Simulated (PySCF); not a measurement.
**PF3: geometry, coupled-cluster ionisations and excitations**

Wanted: the coupled-cluster ionisations and excitations of PF3 (`FP(F)F`), by calculation.

The runs use PySCF 2.14.0, with density-fitted response routines of our own; the level of theory stands in each step. All values are computed, except where a source is named. Atoms are numbered from 0 throughout.

## (1) The molecule as given

4 atoms, charge 0, multiplicity 1; geometry from: GFN2-xTB.

Bonds of the start (Å): F0–P1 1.60, P1–F2 1.60, P1–F3 1.60.

## (2) Optimising the geometry at PBE0-D3(BJ)/def2-TZVP

What the job is given:

```
{"job": {"xc": "PBE0", "basis": "def2-TZVP", "d3": "d3bj", "grid": 2, "kind": "geom"}, "charge": 0, "multiplicity": 1}
F     -0.868700    -1.029340    -0.310040
P      0.003280    -0.007360     0.554880
F      1.326570    -0.230060    -0.312400
F     -0.463170     1.271280    -0.282200
```

**Question.** This job is followed by: EOM-CCSD/aug-cc-pVDZ, vertical, frozen core, gas phase. What will the session give for the following? point group; rotational constants (main isotopes); correlation energy, MP2 and CCSD; T1 diagnostic; first ionisation (EOM-IP-CCSD); lowest singlet (EOM-EE-CCSD).

The runs gave:

| quantity | value |
| --- | --- |
| point group | C3v |
| rotational constants (main isotopes) | 7.74, 7.74, 4.76 GHz |
| correlation energy, MP2 and CCSD | -19.88, -20.17 eV |
| T1 diagnostic | 0.0154 |
| first ionisation (EOM-IP-CCSD) | 12.14 eV |
| lowest singlet (EOM-EE-CCSD) | 8.25 eV |

What this shows: Relaxing lowered the energy by 0.097 eV in 4 steps; the close pair that moved most is P1–F3, from 1.598 to 1.572 Å. No frequency check was run at this level, so the end point may be a saddle. MP2 recovers 99 % of the CCSD correlation energy. For the hole of the first ionisation, Koopmans' theorem lies 0.60 eV above EOM-IP-CCSD.
